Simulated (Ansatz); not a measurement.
Species: singlet silylene, SiH$_{2}$ (charge 0, singlet). SMILES: [SiH2]
Geometry from a B3LYP-D3(BJ)/def2-TZVP (Ansatz, a quantum-chemistry and plane-wave program) optimisation:
```xyz
3

Si     0.0052     0.0009     0.1327
H     -0.0342     1.0849    -0.9366
H     -0.0389    -1.0973    -0.9218
```

Property: vertical triplet-singlet gap (E(triplet) - E(singlet); each state is the SCF solution reached for its spin; for the singlet the Hartree-Fock reference is unstable and T1 is 0.015), in eV. Valence correlation only, unless marked. UHF or UKS for open shells. Spin-orbit coupling is left out. No relativistic terms. CBS marks a two-point X^-3 extrapolation of the correlation energy; Hartree-Fock from the larger set.

CCSD(T)/CBS(aug-cc-pV(T+d)Z,aug-cc-pV(Q+d)Z) (Ansatz) gives 1.27 eV.

Another calculation gave 1.07 eV. Which level was it?
(A) wB97M-V/def2-TZVPD (Ansatz)
(B) B2PLYP/def2-TZVPD (Ansatz)
(C) PBE/def2-TZVPD (Ansatz)
(D) r2SCAN/def2-TZVPD (Ansatz)

C, PBE/def2-TZVPD (Ansatz). The others give 1.44 (wB97M-V), 0.86 (r2SCAN), 1.26 (B2PLYP) eV.
